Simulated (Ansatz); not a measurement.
# AlH5S (SMILES [AlH3-][SH2+]): one structure at several levels

A test off equilibrium: a structure displaced at random from a GFN2-xTB minimum is computed at several levels, and each is set against CCSD(T).

Method: single points in def2-TZVPP; program: Ansatz 0.2.0, Gaussian basis.

Correlated methods freeze the cores.

## Step 1: The system as given

SMILES `[AlH3-][SH2+]`, 7 atoms, charge 0, spin multiplicity 1.

Atoms are counted from 1 here; the program's logs count them from 0.

Bond lengths: Al1–S2 2.495 Å, Al1–H3 1.544 Å, Al1–H4 1.590 Å, Al1–H5 1.572 Å, S2–H6 1.308 Å, S2–H7 1.357 Å. Angles: S2–Al1–H3 99.5°, S2–Al1–H4 92.5°, S2–Al1–H5 93.5°, H3–Al1–H4 118.9°, H3–Al1–H5 121.1°, H4–Al1–H5 117.5°, Al1–S2–H6 91.5°, Al1–S2–H7 90.1°, H6–S2–H7 91.3°.

As a file:

```mol
AlH5S
  3D, bonds by distance, orders not assigned

  7  6  0  0  0  0  0  0  0  0999 V2000
   -0.5069   -0.7695   -0.4863 Al  0  0
    0.9462    0.5415    1.0613 S   0  0
   -0.3183   -2.1781    0.1172 H   0  0
   -1.7994    0.0676   -0.0919 H   0  0
    0.2870   -0.3210   -1.7673 H   0  0
    0.0308    1.4672    1.1928 H   0  0
    1.4939    1.1896    0.0021 H   0  0
  1  2  8  0
  1  3  8  0
  1  4  8  0
  1  5  8  0
  2  6  8  0
  2  7  8  0
M  END
```

## Step 2: CCSD(T)/def2-TZVPP

Contents of run/in.yaml:

```yaml
crystal:
  periodic: [false, false, false]
  atoms:
    - {symbol: Al, position_ang: [-0.506900, -0.769500, -0.486300]}
    - {symbol: S, position_ang: [0.946200, 0.541500, 1.061300]}
    - {symbol: H, position_ang: [-0.318300, -2.178100, 0.117200]}
    - {symbol: H, position_ang: [-1.799400, 0.067600, -0.091900]}
    - {symbol: H, position_ang: [0.287000, -0.321000, -1.767300]}
    - {symbol: H, position_ang: [0.030800, 1.467200, 1.192800]}
    - {symbol: H, position_ang: [1.493900, 1.189600, 0.002100]}
basis:
  gaussian: {orbitals: def2-TZVPP}
correlation: {method: ccsd_t}
output: {forces: true}
```

No record of the launch command was kept for these runs.

## Step 3: PBE0-D4/def2-TZVPP

run/in.yaml: that of step 2 with these lines changed.

```diff
@@ -12,3 +12,3 @@
   gaussian: {orbitals: def2-TZVPP}
-correlation: {method: ccsd_t}
-output: {forces: true}
+hamiltonian: {xc: pbe0, dispersion: d4}
+output: {forces: true, orbitals: {seedname: orbitals}}
```

## Step 4: wB97M-V/def2-TZVPP

run/in.yaml: that of step 3 with these lines changed.

```diff
@@ -12,3 +12,3 @@
   gaussian: {orbitals: def2-TZVPP}
-hamiltonian: {xc: pbe0, dispersion: d4}
-output: {forces: true, orbitals: {seedname: orbitals}}
+hamiltonian: {xc: {name: wB97M-V}}
+output: {forces: true}
```

## Step 5: r2SCAN-D4/def2-TZVPP

run/in.yaml: that of step 4 with these lines changed.

```diff
@@ -12,3 +12,3 @@
   gaussian: {orbitals: def2-TZVPP}
-hamiltonian: {xc: {name: wB97M-V}}
+hamiltonian: {xc: r2scan, dispersion: d4}
 output: {forces: true}
```

## Step 6: PBE-D4/def2-TZVPP

run/in.yaml: that of step 5 with these lines changed.

```diff
@@ -12,3 +12,3 @@
   gaussian: {orbitals: def2-TZVPP}
-hamiltonian: {xc: r2scan, dispersion: d4}
+hamiltonian: {xc: pbe, dispersion: d4}
 output: {forces: true}
```

## Step 7: CAM-B3LYP-D4/def2-TZVPP

run/in.yaml: that of step 6 with these lines changed.

```diff
@@ -12,3 +12,3 @@
   gaussian: {orbitals: def2-TZVPP}
-hamiltonian: {xc: pbe, dispersion: d4}
+hamiltonian: {xc: {name: CAM-B3LYP}, dispersion: d4}
 output: {forces: true}
```

## Step 8: SPW92/def2-TZVPP

run/in.yaml: that of step 7 with these lines changed.

```diff
@@ -12,3 +12,3 @@
   gaussian: {orbitals: def2-TZVPP}
-hamiltonian: {xc: {name: CAM-B3LYP}, dispersion: d4}
+hamiltonian: {xc: lda}
 output: {forces: true}
```

(Steps that only read results are left out.)

Q: Predict the outcome of this session. Wanted: energy less free atoms, CCSD(T)/def2-TZVPP; RMS force component; RMS force error; HOMO and LUMO, PBE0-D4; T1 diagnostic.

The runs gave:

| quantity | value |
| --- | --- |
| energy less free atoms, CCSD(T)/def2-TZVPP | -399.7 kcal/mol |
| RMS force component | 0.363 to 0.462 eV/Å over the methods |
| RMS force error | PBE0-D4 0.053, wB97M-V 0.039, r2SCAN-D4 0.060, PBE-D4 0.172, CAM-B3LYP-D4 0.043, SPW92 0.219 eV/Å |
| HOMO and LUMO, PBE0-D4 | -7.83 and -0.76 eV |
| T1 diagnostic | 0.010 |

In words: Against CCSD(T) the functionals' energies less atoms differ by -49.8 to +0.5 kcal/mol, PBE-D4 by -0.2 kcal/mol. A larger basis would deepen the CCSD(T) value, while the functionals are nearly converged already, so the order here is not reliable. The forces of wB97M-V come nearest to CCSD(T), those of SPW92 are farthest. Frozen-core CCSD(T) forces in triple zeta carry basis errors of their own, and this is one geometry, so small gaps rank nothing.
